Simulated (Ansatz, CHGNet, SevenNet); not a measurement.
# Ladder of methods for the elastic constant C44 of rock-salt TiC

Reference value: 175 GPa (measured, temperature not stated, no zero-point or thermal correction; as tabulated in Jochym et al. (1999), arXiv:1301.6077).

Question: What do CHGNet 0.3.0, CHGNet-r²SCAN, SevenNet-0, LDA, PBE, PBEsol, PBE-D3(BJ), r²SCAN, HSE06 give, and how far is each from the reference?

Answer: 
```
level (code)         value (GPa)  cell (Å³/atom)  difference (%)
-------------------  -----------  --------------  --------------
CHGNet 0.3.0                68.3           10.17             -61
CHGNet-r²SCAN               86.3           10.16             -51
SevenNet-0                   133           10.18             -24
LDA (Ansatz)                 177            9.67            +1.1
PBE (Ansatz)                 169           10.17            -3.4
PBEsol (Ansatz)              172            9.89            -1.7
PBE-D3(BJ) (Ansatz)          174            9.88            -0.6
r²SCAN (Ansatz)              190           10.13            +8.6
HSE06 (Ansatz)               204            9.97           +16.6
```

The reference's temperature isn't stated, so close values are not ranked against it. Off by more than 25 %, or 35 % on the side where a correction would as a rule narrow the miss (bounds picked here): CHGNet 0.3.0 (-61 %), CHGNet-r²SCAN (-51 %).

The measured value isn't corrected to a static lattice, so vibrations enter the comparison. A static lattice is as a rule stiffer than a warm one, by over a tenth in soft solids.  PBE-D3(BJ): the dispersion coefficients are held fixed in the derivatives. HSE06: hybrids on metals are sensitive to the k mesh. HSE06: the run warned that the count of filled bands differs between k points. Each level is taken at its own relaxed cell. Cutoffs and k meshes differ between the levels. Ansatz's density-functional and Hartree–Fock values are scalar-relativistic unless marked +SOC, with PAW data made under PBE.

Machine-learned potentials (CHGNet 0.3.0, CHGNet-r²SCAN, SevenNet-0) are trained on DFT data: a solid inside that data is no test of them.

Differences are worked out from the printed values.

Ansatz is a quantum-chemistry and plane-wave program.
